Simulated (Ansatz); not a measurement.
# Fe (Fe, bcc): the cost of one run

Program: Ansatz 0.2.0. Level of theory: DFT r2SCAN, plane waves (500 eV) with PAW, scalar-relativistic; the PAW data stem from PBE, with regenerated cores. These are calculated values, not measurements.

### 1 Starting point

It takes space group Im-3m (No. 229, cubic). The conventional cell has a = 2.866 Å, b = 2.866 Å, c = 2.866 Å, α = 90.00°, β = 90.00°, γ = 90.00°. Fe (site symmetry m-3m) is surrounded by 8 Fe at 2.48 Å.

Coordinates:

```cif
data_structure
_symmetry_space_group_name_H-M 'P 1'
_symmetry_Int_Tables_number 1
_cell_length_a 2.4825
_cell_length_b 2.4825
_cell_length_c 2.4825
_cell_angle_alpha 109.471
_cell_angle_beta 109.471
_cell_angle_gamma 109.471
_cell_volume 11.78
loop_
_atom_site_label
_atom_site_type_symbol
_atom_site_fract_x
_atom_site_fract_y
_atom_site_fract_z
_atom_site_occupancy
Fe1 Fe 0.00000 0.00000 0.00000 1
```

The atoms start with moments of +2.5 μB.

### 2 Geometry optimisation

The input, input.yaml:

```yaml
crystal:
  lattice:
    - [-1.43325, 1.43325, 1.43325]
    - [1.43325, -1.43325, 1.43325]
    - [1.43325, 1.43325, -1.43325]
  atoms:
    - { symbol: Fe, position: [0.0, 0.0, 0.0], spin: 2.5 }
hamiltonian:
  xc: r2scan
  pseudopotentials:
    kind: paw
    azcp:
      Fe: "pseudopotentials/Fe.paw.azcp"
basis:
  ecutwfc: 500
  fft_grid_basis: typed
kpoints:
  mp_grid: { grid: [15, 15, 15], shift: [0, 0, 0] }
magnetization:
  spin_polarized: true
scf:
  occupations: { method: fermi_dirac, width: 0.05 }
relax:
  max_steps: 60
  f_tol: 0.01
  cell: {}
```

Q: Estimate wall time and peak memory on 1 thread of an x86-64 CPU, shared host.

About 27 s, with a peak of 0.5 GiB.
